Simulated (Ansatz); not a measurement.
BH2Et (C₂H₇B), 10 atoms. Hardware: 2 threads of Arm Neoverse V1 on a shared host.

Correlated methods freeze 3 core orbitals.

Problem. How many basis functions does each of these Ansatz runs have, and roughly what does it cost? PBE-D4/def2-SVP, charge 0 singlet, energy, from earlier orbitals; PBE0-D4/def2-SVP, charge 0 singlet, energy, from earlier orbitals; ωB97M-V/def2-TZVP, charge 0 singlet, energy, from earlier orbitals; PBE0-D4/def2-SVP, charge 0 singlet, energy with a search over starts; HSE06-D4/def2-TZVP, charge 0 singlet, energy, from earlier orbitals; MP2/def2-TZVP, charge 0 singlet, energy, from earlier orbitals; HF/def2-TZVP, charge 0 singlet, energy, from earlier orbitals; r2SCAN-D4/def2-TZVP, charge 0 singlet, energy, from earlier orbitals; HF/STO-3G, charge 0 singlet, energy; PBE-D4/def2-TZVP, charge 0 singlet, energy and forces, from earlier orbitals; CCSD(T)/def2-TZVPP, charge 0 singlet, energy, from earlier orbitals; PBE-D4/def2-TZVP, charge 0 singlet, relaxation, 6 steps.

Solution. Other jobs shared the machine, so times can vary by a factor of up to 3. A dash marks memory too small to be measured apart from the calling script's.

```json
{"run": "HF/STO-3G, charge 0 singlet, energy", "functions": "22", "fitting or Cholesky vectors": "300", "wall time": "0.1 s", "peak host memory (GiB)": "–"}
{"run": "HF/def2-TZVP, charge 0 singlet, energy, from earlier orbitals", "functions": "135", "fitting or Cholesky vectors": "999", "wall time": "0.45 s", "peak host memory (GiB)": "–"}
{"run": "PBE-D4/def2-SVP, charge 0 singlet, energy, from earlier orbitals", "functions": "77", "fitting or Cholesky vectors": "876", "wall time": "0.65 s", "peak host memory (GiB)": "–"}
{"run": "PBE0-D4/def2-SVP, charge 0 singlet, energy, from earlier orbitals", "functions": "77", "fitting or Cholesky vectors": "876", "wall time": "0.7 s", "peak host memory (GiB)": "–"}
{"run": "MP2/def2-TZVP, charge 0 singlet, energy, from earlier orbitals", "functions": "135", "fitting or Cholesky vectors": "937", "wall time": "0.85 s", "peak host memory (GiB)": "–"}
{"run": "PBE0-D4/def2-SVP, charge 0 singlet, energy with a search over starts", "functions": "77", "fitting or Cholesky vectors": "876", "wall time": "1.1 s", "peak host memory (GiB)": "–"}
{"run": "PBE-D4/def2-TZVP, charge 0 singlet, energy and forces, from earlier orbitals", "functions": "135", "fitting or Cholesky vectors": "837", "wall time": "1.5 s", "peak host memory (GiB)": "–"}
{"run": "HSE06-D4/def2-TZVP, charge 0 singlet, energy, from earlier orbitals", "functions": "135", "fitting or Cholesky vectors": "837", "wall time": "1.6 s", "peak host memory (GiB)": "–"}
{"run": "r2SCAN-D4/def2-TZVP, charge 0 singlet, energy, from earlier orbitals", "functions": "135", "fitting or Cholesky vectors": "837", "wall time": "2.1 s", "peak host memory (GiB)": "–"}
{"run": "ωB97M-V/def2-TZVP, charge 0 singlet, energy, from earlier orbitals", "functions": "135", "fitting or Cholesky vectors": "837", "wall time": "4.9 s", "peak host memory (GiB)": "–"}
{"run": "PBE-D4/def2-TZVP, charge 0 singlet, relaxation, 6 steps", "functions": "135", "fitting or Cholesky vectors": "837", "wall time": "7 s", "peak host memory (GiB)": "–"}
{"run": "CCSD(T)/def2-TZVPP, charge 0 singlet, energy, from earlier orbitals", "functions": "191", "fitting or Cholesky vectors": "1092", "wall time": "31 s", "peak host memory (GiB)": "2.1"}
```
